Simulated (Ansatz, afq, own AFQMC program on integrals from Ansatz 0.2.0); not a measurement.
## Where AFQMC and coupled cluster stand for SiN, sextet

```xyz
2

Si    0.0000    0.0000    0.0000
N     0.0000    0.0000    1.8891
```

Basis aug-cc-pVDZ. Only valence electrons are correlated. Integrals, coupled cluster, full CI and functionals: Ansatz 0.2.0; the random walks run on the same integrals in our own AFQMC program. ph-AFQMC/CISD is guided by a CISD state made of CCSD amplitudes; releasing the constraint for a short imaginary time cuts its bias at the price of noise, slowly where states lie close. Free AFQMC starts from the CCSD state and is never constrained. Its projection time is finite, and what remains of the start isn't in its error. Uncertainties: one standard error, sampling alone.

Determinant: UHF, the one that the program's search chose, which needn't be the lowest solution. The geometry is a PBE0/def2-TZVP stationary point of this or a neighbouring charge and spin state.

No full CI on the walks' own integrals is used here; CCSDT(Q) serves as the reference and is uncertain by about the last step of the cluster series.

Cautions: another spin lies lower (by 1.98 eV); the released energies are still falling, so no released level is given (meV from the phaseless value at times in 1/Eh: -6 ± 3 at 0.24, -9.6 ± 2.3 at 0.51, -13.4 ± 1.9 at 0.99, -14.7 ± 2.3 at 1.62, -16.3 ± 2.4 at 2.40), though the last usable value meets CCSDT(Q) within the noise.

The T1 diagnostic is 0.0279, the weight of the determinant in the CISD state is 0.894 and the ⟨S²⟩ of the determinant is 8.789. The size of the correlated space is 9 electrons in 44 orbitals.

```json
{"level": "MP2", "correlation energy (eV)": "-3.7510"}
{"level": "CCSD", "correlation energy (eV)": "-4.6373"}
{"level": "CCSD(T)", "correlation energy (eV)": "-4.7892"}
```

Q: Estimate where free-projection AFQMC lies against CCSD(T) on the same integrals.

A: 1.00 ± 0.08 kcal/mol below CCSD(T).

Reference: CCSDT(Q), correlation energy -4.833 eV.

```json
{"level": "CCSD(T)", "E − E(reference) (kcal/mol)": "1.01", "share of correlation (%)": "99.09"}
{"level": "CCSDT", "E − E(reference) (kcal/mol)": "0.22", "share of correlation (%)": "99.80"}
{"level": "ph-AFQMC/HF", "E − E(reference) (kcal/mol)": "1.40 ± 0.56", "share of correlation (%)": "98.75"}
{"level": "ph-AFQMC/CISD", "E − E(reference) (kcal/mol)": "0.41 ± 0.06", "share of correlation (%)": "99.63"}
{"level": "free AFQMC", "E − E(reference) (kcal/mol)": "0.02 ± 0.08", "share of correlation (%)": "99.99"}
```

Free projections are given only where their last times agree within the noise and don't stop above the reference; a slow remainder of the start can still hide under it. A walk keeps the symmetry of its determinant, which the program's search chose and which needn't be the lowest solution, so a lower state of the same spin and another symmetry isn't excluded.
